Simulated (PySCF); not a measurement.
Species: C₃H₉O, net charge 1, singlet state. It need not be the lowest isomer of its formula. 
Coordinates optimised at B3LYP-D3(BJ)/def2-TZVP (Ansatz):
```
C
H 1 1.0864
H 1 1.0888 2 110.98
C 1 1.4990 2 113.86 3 -130.58
H 4 1.0893 1 111.73 2 -53.62
H 4 1.0919 5 108.01 1 -118.26
H 4 1.0920 5 110.05 6 -116.55
O 1 1.5238 2 102.63 3 112.70
H 8 0.9737 1 110.65 2 165.96
C 8 1.4854 9 111.90 1 -133.10
H 10 1.0846 8 105.52 9 -170.56
H 10 1.0854 11 111.12 8 -114.47
H 10 1.0871 11 112.19 12 -126.91
```
Charge +1, spin multiplicity 1.

Dispersion corrections to the total energy (kcal/mol) from the dftd3 and dftd4 libraries through PySCF: D3(BJ) without and D4 with the three-body term, each with the damping fitted for the functional named.

| functional | D3(BJ) | D4 |
|---|---|---|
| BLYP | -9.55 | -7.90 |
| HSE06 | … | -2.64 |
| PBE | -4.74 | -3.48 |
| BHLYP | -5.72 | -3.63 |
| B2GP-PLYP | -2.25 | -1.43 |
| PW6B95 | -2.00 | … |
| TPSS | … | -4.71 |

Q: Some entries are withheld; supply them.

A: 
- HSE06, D3(BJ): -2.74
- PW6B95, D4: -2.97
- TPSS, D3(BJ): -5.76
